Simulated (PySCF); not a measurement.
hydrogen cyanide (CHN), SMILES C#N. Heavy atoms are numbered as in [CH:1]#[N:2]. Hydrogens are named by the atom that carries them.

The structure is a stationary point at ωB97X-D3(BJ)/def2-TZVPD.

Calculation: ωB97X/def2-TZVPD (PySCF).

Mulliken values depend strongly on the basis, most of all with diffuse functions as here. Atomic charges (e), one atom of each kind:

```csv
atom,IAO,Mulliken
C1 (CH),-0.02,0.02
N2,-0.20,-0.33
H on C1,0.21,0.31
```
